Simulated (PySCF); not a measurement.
Z-matrix (Å, degrees):
```
C
H 1 1.0983
H 1 1.0983 2 120.00
H 1 1.0983 2 120.00 3 -179.90
```
Charge 0, spin multiplicity 2.

### Question
What dipole moment, highest occupied spin orbital and total energy does TPSSh-D3(BJ)/def2-TZVP // PBE-D3(BJ)/def2-SVP (PySCF) give?

### Answer

- dipole moment: 0.00 D
- highest occupied spin orbital: -6.06 eV
- total energy: -1084.67 eV
